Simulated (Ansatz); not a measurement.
# CH3O (doublet): wave-function methods side by side at a displaced geometry (v1), cc-pVDZ

The task here is to estimate one member of a computed series from the others.

Program: Ansatz 0.2.0, Gaussian basis. Level of theory: cc-pVDZ, core rule «outside noble gas», up to 2 orbitals frozen. These are calculated values, not measurements.

The runs, in order: UHF; CCSD(T) on ROHF; CCSD(T) on UHF; BCCD(T) on ROHF; CISD; CCSDT(Q) on ROHF; CCSDT(Q) on UHF.

21 further runs of the same task are left out: 1 for a mislabelled method, 8 that didn't finish, 12 set aside as unsound or not needed.

## The geometry

The geometry is a PBE0/def2-TZVP stationary point (not a proven minimum) with its atoms shifted at random (size 0.040 Å).

5 atoms, charge 0, spin multiplicity 2.

Atoms are counted from 1 here; the program's logs count them from 0.

Bond lengths: O1–C2 1.367 Å, C2–H3 1.128 Å, C2–H4 1.102 Å, C2–H5 1.198 Å. Angles: O1–C2–H3 111.1°, O1–C2–H4 114.8°, O1–C2–H5 111.0°, H3–C2–H4 107.7°, H3–C2–H5 108.1°, H4–C2–H5 103.7°.

The first run:

Contents of in.yaml:

```yaml
crystal:
  periodic: [false, false, false]
  atoms:
    - {symbol: O, position_ang: [0.003783, 0.006701, 0.704353]}
    - {symbol: C, position_ang: [0.002950, -0.001109, -0.662637]}
    - {symbol: H, position_ang: [0.919557, -0.520659, -1.065928]}
    - {symbol: H, position_ang: [-0.051863, 0.994794, -1.130868]}
    - {symbol: H, position_ang: [-0.962891, -0.567293, -1.087615]}
basis:
  gaussian: {orbitals: cc-pVDZ}
magnetization: {spin_polarized: true, initial_magnetization: 1}
hamiltonian: {xc: hf}
output: {orbitals: {seedname: orbitals}}
```

Run with:

```
> ansatz run in.yaml --threads 1 --pin off --events-out ev --progress --plain --max-ram 2393MiB
```

Steps of the session up to this table: UHF; CCSD(T) on ROHF; CCSD(T) on UHF; BCCD(T) on ROHF; CISD; CCSDT(Q) on ROHF; CCSDT(Q) on UHF.

One table of the session follows, with a row left open; its other results are not shown here.

```
   method  from UCCSDT(Q) (kcal/mol)
     ROHF                    +209.68
      UHF                    +206.64
     RMP2                     +25.28
     UMP2                     +25.25
     CISD                          ?
    RCCSD                      +5.21
    UCCSD                      +5.15
 RCCSD(T)                      +0.81
 UCCSD(T)                      +0.76
  BCCD(T)                      +0.74
   RCCSDT                      +0.33
   UCCSDT                      +0.31
RCCSDT(Q)                      +0.02
UCCSDT(Q)                          0
```

Estimate the missing values for CISD.

The run gave: from UCCSDT(Q) (kcal/mol): +20.46. In the column «from UCCSDT(Q) (kcal/mol)» it lies between RCCSD (+5.21) and UMP2 (+25.25).

Caveats from the session: Restricted and unrestricted rows rest on different reference determinants; where their highest levels disagree by more than a few hundredths of an eV, they describe different states and don't form one ladder.
